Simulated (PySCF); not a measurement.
## Calculated properties of `F[C@H]1C=C(Cl)C1`

Species: C₄H₄ClF.
Z-matrix (Å and degrees, PBE0-D3(BJ)/def2-SVP geometry), rows numbered from 1:
```
F 
C   1  1.3675
C   2  1.5068  1  116.32
C   3  1.3411  2   91.24  1   120.44
Cl  4  1.7053  3  133.62  2   173.80
C   4  1.5032  3   96.76  2    -3.65
H   2  1.1037  1  107.97  3  -130.88
H   3  1.0897  2  133.74  1   -63.04
H   6  1.1013  2  117.08  1   121.67
H   6  1.0998  2  112.25  1    -7.03
```

Structural features include: C=C double bond, C–F bond, C–Cl bond and cyclobutene ring.

**PBE0-D3(BJ)/def2-SVP geometry optimisation, gas phase (PySCF)**

```
Rotational constants A, B, C : 10.296, 1.477, 1.370 GHz
```

B3LYP/def2-SVPD ground state, ΔSCF and vertical TDDFT (core frozen in the response) (PySCF):

```
Dipole moment                                                     : 1.27 D
HOMO energy                                                       : -7.46 eV
LUMO energy                                                       : -0.80 eV
HOMO–LUMO gap                                                     : 6.66 eV
Lowest singlet excitation                                         : 6.40 eV (194 nm, f = 0.208)
Strongest line among the 10 lowest singlet transitions            : S1 at 6.40 eV (194 nm, f = 0.208)
Lowest triplet excitation (Tamm–Dancoff)                          : 4.15 eV
Static isotropic polarisability                                   : 61.5 au
Vertical ionisation energy                                        : 9.75 eV
Electronic spatial extent ⟨r²⟩ about the centre of nuclear charge : 787 bohr²
```

**PBE0/pcSseg-1 ground state and GIAO shieldings, non-relativistic (PySCF)**

```
Lowest Hirshfeld atomic charge                              : -0.12 e on F1
Highest Hirshfeld atomic charge                             : +0.07 e on C2
13C chemical shifts (computed TMS as zero) by class         : 151.0 (C4), 141.0 (C3), 83.1 (C2), 48.2 (C6) ppm
1H chemical shifts (computed TMS as zero) by class          : 6.20 (H8), 5.14 (H7), 2.87 (H10), 2.85 (H9) ppm
Isotropic shieldings of nuclei other than C and H, by class : 370 (F1), 699 (Cl5) ppm
Mayer bond orders between heavy atoms                       : F1–C2 0.89, C2–C3 0.98, C3–C4 1.67, C4–Cl5 1.05, C4–C6 1.01, C6–C2 1.00
```

**delta-SCF UKS SCAN, pcX-2 on the ionised atom, pcseg-1 elsewhere, spin-free X2C; 2p3/2 from a spin–orbit splitting computed afterwards within the 2p shell (PySCF)**

```
Core binding energies : Cl2p3/2 206.6 (Cl5), C1s 290.7 (C3), C1s 291.4 (C6), C1s 292.4 (C4), C1s 293.4 (C2), F1s 692.4 (F1), Cl1s 2829.2 (Cl5) eV
```

Monoisotopic mass (most abundant isotopes): 105.9986 u.

The dipole matches unit charges of opposite sign 0.26 Å apart (1 e·Å = 4.8032 D). In wavenumbers S1 is 51600 cm⁻¹ (1 eV = 8065.54 cm⁻¹). The vertical singlet–triplet gap S1 − T1 is 2.25 eV (TDDFT singlet less Tamm–Dancoff triplet; S1: HOMO→LUMO, weight 0.87; T1: HOMO→LUMO, weight 0.95). The principal polarisabilities are 46.3, 58.9 and 79.4 au; their mean is the isotropic value. The largest Löwdin shares of the LUMO are 0.34 on C4, 0.30 on C3, 0.12 on Cl5 and 0.06 on H8.

For the TDDFT job (B3LYP/def2-SVPD), time: 38 s. Hardware: Arm Neoverse V1, one thread, on a shared host.
